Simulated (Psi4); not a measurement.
Psi4 input (wB97X-D/6-31G*):

```
memory 1500 MB

molecule {
0 2
C    -0.12186025   -1.69074357    0.02215318
C     0.54218933   -0.56026688    0.01153545
C    -0.07823455    0.72517373   -0.01044128
H     0.10845327   -2.74335182    0.03814959
H     1.63433789   -0.55645278    0.01934692
N    -0.54219405    1.77926070   -0.02814008
symmetry c1
no_reorient
no_com
}

set {
  basis 6-31G*
  reference uks
  scf_type pk
  dft_radial_points 99
  dft_spherical_points 590
  e_convergence 1e-8
  d_convergence 1e-7
  maxiter 150
}

e = energy('wb97x-d')
print_out(f'\nFINAL {e:.10f} DIPOLE {variable("CURRENT DIPOLE")[0]:.6f} {variable("CURRENT DIPOLE")[1]:.6f} {variable("CURRENT DIPOLE")[2]:.6f}\n')
```

Task: Predict the final energy.

Result: -170.07219 Eh.
